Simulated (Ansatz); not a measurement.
hcp Ti was calculated with PBE in Ansatz (plane waves, PAW).

Run with plane-wave cutoff 520 eV, 24×24×14 k mesh (along the axes of the cell as run), Fermi–Dirac smearing 0.029 eV (set by the program), no spin polarisation, scalar-relativistic PAW data made under PBE.

Cell (measured lattice):

Ti has the hexagonal space group P6₃/mmc (No. 194), the hcp (Mg type) structure, Pearson symbol hP2. Cell: a = b = 2.9505 Å, c = 4.6833 Å, α = β = 90.00°, γ = 120.00°. Ti on 2c is coordinated by 12 Ti at 2.896–2.951 Å (anticuboctahedral). (Neighbours: up to the widest gap in distance over summed covalent radii, below 1.35, at either atom.)

Task: Give the computed elastic constant C66, polycrystal shear modulus (Hill average), elastic constant C44, Poisson ratio, elastic constant C11, elastic constant C12, elastic constant C13 and elastic constant C33.

Result: 
- elastic constant C66: 46.4 GPa
- polycrystal shear modulus (Hill average): 47.1 GPa
- elastic constant C44: 43.8 GPa
- Poisson ratio: 0.307
- elastic constant C11: 170 GPa
- elastic constant C12: 77.1 GPa
- elastic constant C13: 69.5 GPa
- elastic constant C33: 183 GPa

Measured, for comparison: elastic constant C44 51 GPa, elastic constant C11 176 GPa, elastic constant C12 87 GPa, elastic constant C13 68 GPa, elastic constant C33 191 GPa (4 K, zero-point motion not removed; as tabulated in Ferrari et al. (2019), arXiv:1905.01197). Computed (rounded) less measured: elastic constant C44 -14 %, elastic constant C11 -3 %, elastic constant C12 -11 %, elastic constant C13 +2 %, elastic constant C33 -4 %.

Note: the cell isn't this level's own, so it is under some stress, which shifts stiffness and frequencies.

Elastic constants are with the ions relaxed.

The result took about 21 core-minutes (a rough figure).

Ansatz is an electronic-structure program.
